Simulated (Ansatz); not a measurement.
Job for Ansatz (an electronic-structure program): U-CCSD(T)/aug-cc-pVTZ on CH2 (SMILES [CH2], charge +1), 2S+1 = 2, atoms moved off the minimum. Charge +1.

Ansatz 0.2 input:
```yaml
crystal:
  periodic: [false, false, false]
  atoms:
    - {symbol: C, position_ang: [-0.05783592, 0.12548130, 0.03234199]}
    - {symbol: H, position_ang: [-0.89243191, -0.02575565, -0.26781286]}
    - {symbol: H, position_ang: [1.15623978, 0.11325516, -0.28522460]}
basis:
  gaussian:
    orbitals: aug-cc-pVTZ
total_charge: 1
magnetization: {spin_polarized: true, initial_magnetization: 1}
correlation: {method: ccsd_t, electrons: outside_noble_gas}
scf: {omitted_lower_state_checks: [cluster_reference]}
output: {forces: true}
```

Output:

```
WARN ansatz: RAYON_NUM_THREADS=1 ignored (pool sized by the plan → 1); use --threads N
Functional definition: HF
these checks for a lower state are left out or cut short: cluster_reference
integrals: 0.14 GiB planned
520 factors; integrals over basis functions are off by at most 1.2e-3 eV
mean field: 0.14 GiB planned
mean field evaluation 1: about -1047.9382 eV, gradient 1.0e1 eV
mean field evaluation 2: about -1047.9382 eV, gradient 1.0e1 eV
mean field evaluation 4: about -1048.5346 eV, gradient 8.9e-1 eV
mean field evaluation 8: about -1048.5476 eV, gradient 6.7e-4 eV
mean field evaluation 16: about -1047.8023 eV, gradient 2.7e-6 eV
mean field evaluation 32: about -1047.7999 eV, gradient 5.1e-1 eV
mean field -1048.54761434 eV, -38.5334140960 hartree, gradient 2.5e-6 eV, S^2 0.757353; 6 other end points of the search recorded, 0 dependent functions left out
1 core orbitals not correlated
reference -1048.54761434 eV, -38.5334140960 hartree; 3, 2 occupied and 88, 89 virtual orbitals, 520 factors
densities: 0.74 GiB planned
second order -2.62603178 eV of doubles, -0.00000000 eV of singles
coupled cluster: 0.46 GiB planned
cycle   1  -3.01382328 eV  change   -3.9e-1 eV  update   3.9e-2
cycle   2  -3.16389794 eV  change   -1.5e-1 eV  update   1.6e-2
cycle   3  -3.17057439 eV  change   -6.7e-3 eV  update   4.5e-3
cycle   4  -3.17200633 eV  change   -1.4e-3 eV  update   1.6e-3
cycle   5  -3.17211190 eV  change   -1.1e-4 eV  update   6.0e-4
cycle   6  -3.17214600 eV  change   -3.4e-5 eV  update   2.0e-4
cycle   7  -3.17221013 eV  change   -6.4e-5 eV  update   8.2e-5
cycle   8  -3.17218990 eV  change    2.0e-5 eV  update   3.2e-5
cycle   9  -3.17218487 eV  change    5.0e-6 eV  update   1.1e-5
cycle  10  -3.17218874 eV  change   -3.9e-6 eV  update   4.6e-6
cycle  11  -3.17218849 eV  change    2.5e-7 eV  update   1.9e-6
cycle  12  -3.17218782 eV  change    6.7e-7 eV  update   8.0e-7
cycle  13  -3.17218739 eV  change    4.3e-7 eV  update   3.1e-7
perturbative correction -0.06005547 eV, -0.0022069977 hartree
the calculation of the forces begins
Total energy: -1051.77985720 eV, -38.6521968302 hartree
Atom 0 at    -0.057836     0.125481     0.032342 Å, force    14.564616     2.033480     3.270698 eV/Å
Atom 1 at    -0.892432    -0.025756    -0.267813 Å, force   -11.070229    -2.043153    -4.101856 eV/Å
Atom 2 at     1.156240     0.113255    -0.285225 Å, force    -3.494386     0.009673     0.831158 eV/Å
Dipole moment:     0.089822    -0.022499    -0.093628 e Å
Checks for a lower state left out: cluster_reference
```

The calculation finished and met its thresholds.

Cost: about 13 core-seconds (a rough figure).
